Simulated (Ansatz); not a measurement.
A nudged elastic band was laid between two geometries of AlH6NS (9 atoms, charge 0, multiplicity 1).

Theory: RKS CAM-B3LYP/def2-SVP in Ansatz.

| Item | Value |
| --- | --- |
| movable images | 5 |
| climbing image | yes |
| spring | 5.0 eV/Å² |
| optimiser | quadratic models (default) |
| start path | through a guess of the saddle point |
| force threshold | 0.03 eV/Å |
| iteration limit | 60 |
| end points | relaxed |

Image 0:

```xyz
9
Properties=species:S:1:pos:R:3
Al 0.002 0.020 0.327
N -0.052 -0.457 2.047
H -0.871 -0.805 2.533
H 0.762 -0.542 2.647
H 1.441 0.215 -0.311
H -1.312 -0.229 -0.530
S -0.485 2.712 0.398
H -1.713 2.657 0.953
H 0.116 2.946 1.582
```

Image 6:

```xyz
9
Properties=species:S:1:pos:R:3
Al -0.119 0.560 0.125
N 0.054 0.184 2.157
H -0.736 -0.337 2.544
H 0.912 -0.314 2.401
H 1.346 0.169 -0.352
H -1.382 -0.334 -0.247
S -0.459 2.774 0.191
H -1.806 2.713 0.217
H 0.078 1.102 2.610
```

Question: What changes between the two ends?

Answer: Bonds broken: S7–H9. Bonds formed: N2–H9.

Question: Give the energies along the band, and the barrier.

Answer: The run converged. The highest image is number 3 of 0 to 6, 0.095 eV above the first end and 1.270 eV above the last; the last end lies 1.175 eV below the first. A vibrational analysis at the climbing image gives one clearly imaginary mode, 429i cm⁻¹: a first-order saddle point. The orbitals stay closed-shell, which can raise the energy where a bond breaks towards radicals; this wasn't checked here.

| image | path coordinate (Å) | energy (eV) | S7–H9 (Å) | N2–H9 (Å) |
| --- | --- | --- | --- | --- |
| 0 | 0.00 | 0.000 | 1.35 | 3.44 |
| 1 | 0.60 | 0.007 | 1.35 | 3.00 |
| 2 | 1.20 | 0.029 | 1.36 | 2.34 |
| 3 | 1.80 | 0.095 | 1.47 | 1.66 |
| 4 | 2.34 | -0.723 | 2.00 | 1.11 |
| 5 | 2.88 | -1.135 | 2.60 | 1.03 |
| 6 | 3.42 | -1.175 | 2.99 | 1.02 |

Question: What is the geometry of the highest image?

Answer: 
```xyz
9
Properties=species:S:1:pos:R:3
Al 0.002 0.210 0.188
N -0.030 0.041 2.053
H -0.823 -0.401 2.516
H 0.814 -0.218 2.562
H 1.444 0.126 -0.456
H -1.339 -0.218 -0.537
S -0.311 2.673 0.757
H -1.660 2.631 0.737
H -0.209 1.672 1.826
```

Question: What are the harmonic wavenumbers there?

Answer: 429i, 246, 258, 354, 434, 508, 533, 565, 617, 667, 739, 774, 809, 1303, 1543, 1598, 1944, 1956, 2722, 3548, 3631 cm⁻¹.

The run took 120 s on 2 threads of Arm Neoverse V1 (shared host), peak memory 0.17 GiB.
